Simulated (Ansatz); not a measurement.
**How far each method lies from full CI for GeH4⁺, doublet**

Geometry: a PBE0/def2-TZVP stationary point for this spin, not checked as a minimum.

```yaml
atoms:
  - { symbol: Ge, position_ang: [0.0000, 0.0000, 0.0000] }
  - { symbol: H, position_ang: [0.5613, 1.0339, 1.0326] }
  - { symbol: H, position_ang: [-0.5699, -1.0297, 1.0321] }
  - { symbol: H, position_ang: [-0.5592, 1.0308, -1.0368] }
  - { symbol: H, position_ang: [0.5678, -1.0351, -1.0279] }
```

Basis cc-pVDZ; Ansatz 0.2.0. Correlated methods freeze the noble-gas cores and the filled d shells of p-block atoms, which leaves 7 electrons in 33 orbitals. R marks a restricted (for open shells ROHF) determinant, U an unrestricted one. Active spaces: valence = (7e, 8o) chosen from the atoms' valence shells. No spin–orbit coupling is included, and no scalar relativity.

Full CI is exact within this basis and frozen core; it isn't the basis-set limit. The frozen core follows each run's orbitals, which can shift R against U totals by a few meV for light atoms and by up to 0.1 eV past Ca.

For open shells CISD and CISDTQ are restricted-active-space CI with the open shells as a complete middle space.

- UHF ⟨S²⟩: 0.794
- T1 diagnostic (RCCSD): 0.0237
- largest doubles amplitude (RCCSD): 0.062

| level | E − E(full CI) (kcal/mol) | share of correlation (%) | wall time |
| --- | --- | --- | --- |
| RHF | 90.29 | 0.00 | – |
| RMP2 | 22.01 | 75.63 | – |
| CISD | 6.64 | 92.65 | 1 s |
| RCCSD | 2.72 | 96.98 | – |
| RCCSD(T) | 0.62 | 99.31 | 2.4 s |
| BCCD(T) | 0.65 | 99.28 | 1.7 s |
| RCCSDT | 0.06 | 99.94 | – |
| CISDTQ | 0.14 | 99.84 | 7 s (H100) |
| RCCSDT(Q) | 0.00 | 100.00 | 6 s |
| RCCSDTQ | -0.02 | 100.02 | 12 s (H100) |
| CASSCF (valence space) | 42.11 | 53.36 | – |
| NEVPT2 (valence space) | 11.53 | 87.23 | 2.6 s |
| MRCISD (valence space) | 1.54 | 98.30 | – |
| MRCISD+Q (valence space) | 0.10 | 99.88 | 3.4 s |

The correlation energy at full CI, counted from RHF, is -3.915 eV. That run took 14 s on 2 threads of AMD EPYC 7R13 with a shared H100 80 GB, shared host over 55,809,560 determinants.

Run but not shown, since their state or frozen core can't be matched to the reference's or they repeat it: UHF, UMP2, UCCSD, UCCSD(T), UCCSDT, UCCSDT(Q), UCCSDTQ.

Times hold each run's SCF and search for its determinant on a shared host, so for small cases they say little of a method's own cost; rows without a card ran on 1 thread of AMD EPYC 7R13.

The full-CI state has the irrep A1 of C2v, in the program's axes (one component, if the state is degenerate).

Natural occupations of full CI about the gap: 1.962 1.924 1.924 1.013 0.039 0.036 0.024 0.024 0.011 0.006; effectively unpaired electrons, Σ n²(2−n)², 1.06.
